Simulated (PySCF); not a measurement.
# Dipole moment and polarisability across levels of theory

Species: FH5Si2.
SMILES: `F[SiH2][SiH3]`

PySCF, dipoles from the SCF density, polarisabilities from static response with core orbitals frozen. Isolated species at its PBE0-D3(BJ)/def2-SVP geometry, gas phase.

The anisotropy is √(½[(α1 − α2)² + (α2 − α3)² + (α3 − α1)²]).

| level | μ (D) | α (Å³) | anisotropy (Å³) |
| --- | --- | --- | --- |
| LDA/def2-SVPD | 1.477 | 9.33 | 2.83 |
| PBE/def2-SVPD | 1.403 | 9.09 | 2.68 |
| B3LYP/def2-SVPD | 1.497 | 8.77 | 2.45 |
| PBE0/def2-SVPD | 1.504 | 8.73 | 2.43 |
| BHandHLYP/def2-SVPD | 1.597 | 8.40 | 2.21 |
| CAM-B3LYP/def2-SVPD | 1.547 | 8.65 | 2.30 |
| HF/def2-SVPD | 1.642 | 7.99 | 1.90 |

The dipole runs from 1.40 D (PBE/def2-SVPD) to 1.64 D (HF/def2-SVPD). In one basis (def2-SVPD) the functionals order the polarisability from HF (lowest) to LDA (highest), a spread of 17%.

Without π bonds the low states are Rydberg-like; a valence basis with one diffuse set may place them up to an eV too high.
